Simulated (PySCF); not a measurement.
Gas-phase reaction: 2 CH₃SiH₃ + SiH₂ = 3 SiH₄ + C₂H₂ (acetylene)

Energies from PySCF, thermal terms from the rigid-rotor harmonic-oscillator model, ideal gas at 1 bar. † marks an energy on the PBE0/def2-TZVP geometry and frequencies; other levels use their own. MP2 and CCSD(T) freeze the core. 6-31G* has spherical d functions here. All species are closed-shell singlets. B3LYP is the form with VWN-RPA correlation. MP2 isn't extrapolated to the basis-set limit. CCSD(T) isn't extrapolated to the basis-set limit.

| level | ΔH°(298 K), kJ |
|---|---|
| B3LYP/6-31G* | 122 |
| CCSD(T)/def2-TZVPP† | 106 |
| HF/def2-TZVP† | 76 |
| MP2/def2-SVP† | [?] |
| PBE/def2-SVP | [?] |
| PBE0/def2-TZVP | 133 |
| ωB97M-V/def2-TZVP† | [?] |

Task: Complete the blanks.

Result: 
- MP2/def2-SVP†, ΔH°(298 K), kJ: 93
- PBE/def2-SVP, ΔH°(298 K), kJ: 128
- ωB97M-V/def2-TZVP†, ΔH°(298 K), kJ: 122
